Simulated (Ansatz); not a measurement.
Reaction (substitution at a C–S bond): `FCSCS` + `OCF` → `FCOCS` + `FCS`

Calculated with Ansatz (gas phase, PBE0-D4/def2-TZVP geometries, no zero-point term in ΔE). CCSD(T)/CBS is the MP2 limit (def2-TZVPP, def2-QZVPP) plus CCSD(T) − MP2 in def2-TZVPP, frozen cores. DFT in def2-TZVPP. B3LYP here is the variant with VWN-RPA as its local correlation; programs differ in this. One conformer a species, not always the lowest.

```csv
level,ΔE (kJ/mol),difference from CCSD(T)/CBS
LDA (SPW92),39.5,-3.4
revPBE-D4,45.7,2.8
BLYP-D4,39.6,-3.3
r2SCAN-D4,39.7,-3.2
PBE0-D4,43.0,0.1
B3LYP-D4,38.7,-4.2
ωB97X-V,35.7,-7.2
PBE,39.8,-3.1
PBE0,39.8,-3.1
BHLYP,31.1,-11.8
CAM-B3LYP,30.1,-12.8
LC-ωPBE,37.3,-5.6
CCSD/def2-SVP,25.5,-17.4
HF/def2-QZVPP,24.4,-18.5
MP2/def2-QZVPP,49.1,6.2
CCSD/CBS(def2),40.6,-2.3
CCSD(T)/CBS,42.9,0
```

Largest T1 diagnostic among the species: 0.012.

At CCSD(T), def2-SVP lies −16.1 kJ/mol from the extrapolated value and def2-TZVPP −5.7 kJ/mol. In def2-TZVPP, CCSD(T) changes the Hartree–Fock value by +12.4 kJ/mol (the triples alone add +2.3 kJ/mol) and MP2 by +21.2 kJ/mol. Leaving LDA and LC-ωPBE aside and taking each functional with its dispersion term where it has one, the values, not all of them listed here, spread over 12.1 kJ/mol, from CAM-B3LYP-D4 to revPBE-D4.
